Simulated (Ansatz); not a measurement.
Predict the output of the script below (the Python package of Ansatz (0.2.0)).

`alh5s.xyz`
```text
7

Al   -0.40330   -0.69270   -0.39380
S     0.83080    0.62870    0.89130
H    -0.37980   -2.16590    0.06030
H    -1.89380   -0.14690   -0.30180
H     0.04230   -0.53840   -1.93810
H     0.05770    1.59060    1.51140
H     1.80740    1.25660    0.12500
```

`run_methods.py`:
```python
"""One geometry of AlH5S, method by method."""

from pathlib import Path
import warnings

import ansatz as az
import numpy as np

BASIS_SET = "def2-SVP"

warnings.simplefilter("ignore", az.DeckWarning)

molecule = az.Crystal.molecule_from_extxyz("alh5s.xyz")

job = molecule.calculation().basis(gaussian=BASIS_SET)

print("functional    E (Ha)        dipole (D)   HOMO (eV)  LUMO (eV)")
for name in ["cam_b3lyp", "revpbe", "pbe0", "blyp"]:
    rep = job.functional(name).forces().orbitals().run(threads=1, backend="cpu", runs_dir="runs").report
    lines = Path(rep["orbitals_path"]).read_text().splitlines()
    field_of = lambda key: [line.split("=")[1].strip() for line in lines if line.startswith(key)]
    orbitals = [(27.211386 * float(e), s, float(n)) for e, s, n in zip(field_of("Ene="), field_of("Spin="), field_of("Occup="))]
    homo = max(e for e, _, n in orbitals if n > 0.5)
    lumo = min(e for e, _, n in orbitals if n < 0.5)
    dipole = 4.803205 * np.linalg.norm(rep["charge_distribution"]["dipole_moment_e_ang"])
    print(f"{name:10s} {rep['free_energy_ev'] / 27.211386246:14.6f} {dipole:9.3f} {homo:11.3f} {lumo:10.3f}")
```

```console
$ python run_methods.py
functional    E (Ha)        dipole (D)   HOMO (eV)  LUMO (eV)
cam_b3lyp     -643.372955     6.762      -8.526     -0.430
revpbe        -643.235443     6.415      -5.943     -2.356
pbe0          -643.103273     6.651      -7.182     -1.470
blyp          -643.343986     6.425      -5.833     -2.336
```

Total energies depend on the basis set; only differences at equal settings carry meaning. The geometry is a force-field or estimated start, not a minimum of this method, and the basis set is short of its limit. A lower total doesn't mark the better method: functionals have no common bound, and MP2 and coupled cluster aren't variational. Levels such as HOMO and LUMO are orbital energies: with these approximate functionals they aren't the ionisation energy and electron affinity, and their gap isn't the fundamental gap. Hardware and time: 3.7 s on 1 thread of Intel(R) Xeon(R) Processor @ 2.30GHz, with other jobs on the host, peak memory 0.23 GiB.
